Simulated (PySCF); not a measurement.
Species: CH₄Si (triplet state).
Z-matrix (Å and degrees, GFN2-xTB geometry), rows numbered from 1:
```
C 
Si  1  1.8082
H   1  1.0702  2  148.43
H   2  1.4692  1  110.48  3   106.40
H   2  1.4733  1  109.87  3   -13.79
H   2  1.4668  1  109.55  3  -133.87
```

Identity: `[CH][SiH3]` [triplet].

Theory: UKS B3LYP, pcH-1 on C H Si, non-relativistic, mean-field spin-orbit, GIAO (PySCF). Isolated species at its GFN2-xTB geometry, gas phase. This triplet need not be the ground state; the singlet was not compared here. GFN2-xTB frequencies show an imaginary mode (72i cm⁻¹), so this geometry is no minimum at that level. Couplings are sensitive to structure, and on GFN2-xTB geometries they can be far from those on DFT ones.

Principal values of hyperfine tensors in MHz (contact, dipolar and spin–orbit terms together), for some of the nuclei:

| atom | isotope | A1 | A2 | A3 |
| --- | --- | --- | --- | --- |
| H5 | 1H | 55.10 | 56.48 | 63.97 |
| H4 | 1H | 42.80 | 43.97 | 52.03 |
| H3 | 1H | -62.34 | -60.27 | -4.71 |
| H6 | 1H | 33.47 | 34.35 | 42.95 |
| Si2 | 29Si | 23.63 | 27.42 | 28.77 |

(1) Give the isotropic coupling of each nucleus in MHz and in mT (g = 2.0024), and the anisotropic part.

(2) What spin density at the nucleus of H3 lies behind its contact coupling (g_N = 5.58569)?

(3) C1 (13C, g_N = 1.40482) isn't in the table. Its spin density at the nucleus is 0.2484 bohr⁻³. What is its contact coupling?

(4) Which nucleus of the table has the largest anisotropic coupling, and what is its form?

Answers

(1) a_iso is a third of the trace, T = A − a_iso, and a(mT) = a(MHz)/(g × 13.996). The tensors hold a spin–orbit part: the run splits a_iso into a_FC + a_SO, and T includes its anisotropic share.

```tsv
atom	a_iso (MHz)	a_FC	a_SO	a_iso (mT)	T1	T2	T3
H5	58.51	58.51	0.00	2.088	-3.42	-2.03	5.45
H4	46.26	46.27	0.00	1.651	-3.47	-2.29	5.76
H3	-42.44	-42.45	0.01	-1.514	-19.90	-17.83	37.73
H6	36.92	36.93	0.00	1.318	-3.46	-2.57	6.03
Si2	26.61	26.66	-0.06	0.949	-2.98	0.82	2.16
```

(2) a_FC = (2μ0/3) gₑ μB g_N μN ρ(0)/(2S·h) = 800.24 MHz × g_N × ρ(0)/(2S), with ρ in bohr⁻³. With a_FC = -42.45 MHz and 2S = 2, ρ(0) = -0.01899 bohr⁻³. In magnitude that is 6.0 % of the 1/π = 0.318 of a free hydrogen atom.

(3) By the same relation, a_FC = 139.6 MHz. The spin–orbit term adds -0.13 MHz. Its full tensor has the principal values 62.14, 175.35, 181.03 MHz.

(4) H3: -19.9, -17.8, 37.7 MHz, nearly axial, close to the ratio −1:−1:+2.
